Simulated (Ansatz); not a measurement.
## What a trial cell of Zn3O2 relaxes into

The calculation used Ansatz, DFT PBE, scalar-relativistic, plane waves, PAW. Cutoff 420 eV, Γ-centred k mesh, Gaussian smearing, no spin polarisation in the final step.

The start puts Zn3O2 on the anti-tetradymite structure type (R-3m, No. 166), with O in place of Bi, Zn in place of Te, at a guessed volume.

```
CELL_PARAMETERS angstrom
1.53545 0.88649 7.11759
-1.53545 0.88649 7.11759
0.00000 -1.77298 7.11759
ATOMIC_POSITIONS crystal
Zn 0.00000 0.00000 0.00000
Zn 0.20950 0.20950 0.20950
Zn 0.79050 0.79050 0.79050
O 0.40000 0.40000 0.40000
O 0.60000 0.60000 0.60000
```

Cell and atoms relax at zero pressure; the relaxation can't lower the symmetry of the start. After a coarse first stage the cell is made exact in the group found at 0.06 Å.

The zero of energy is the elements' standard structures at the same level (O₂ as a molecule); no fitted shifts are applied.

Task: What does it relax into?

Result: It keeps R-3m (No. 166). The result has the tetradymite structure. Conventional cell: a = 3.042 Å, c = 21.399 Å. Zn on Wyckoff site a (1 atom of the primitive cell) has 6 O at 2.16 Å; Zn on Wyckoff site c (2 atoms of the primitive cell) is coordinated by 3 O at 2.19 Å; O is coordinated by 6 Zn at 2.16–2.19 Å.

```
Zn O
1.0
     1.52114    0.87823    7.13299
    -1.52114    0.87823    7.13299
     0.00000   -1.75646    7.13299
Zn O
3 2
Direct
  0.00000 0.00000 0.00000
  0.21391 0.21391 0.21391
  0.78609 0.78609 0.78609
  0.39180 0.39180 0.39180
  0.60820 0.60820 0.60820
```

Task: What are its volume, energy, density and gap?

Result: The volume per atom is 11.43 Å³ and the density is 6.63 g/cm³. The energy over the elements is -0.95 eV/atom and the gap on the 12×12×12 mesh is 0 eV (a metal).

The final run used a 12×12×12 mesh on its 5-atom cell and 0.10 eV smearing. For metals, differences of a few meV/atom aren't resolved. A structure relaxed within its symmetry needn't be a true minimum.

Cost: 3 runs of about 1.7 core-minutes in all, on Intel Xeon Platinum 8259CL (Skylake/Cascade Lake) (shared hosts).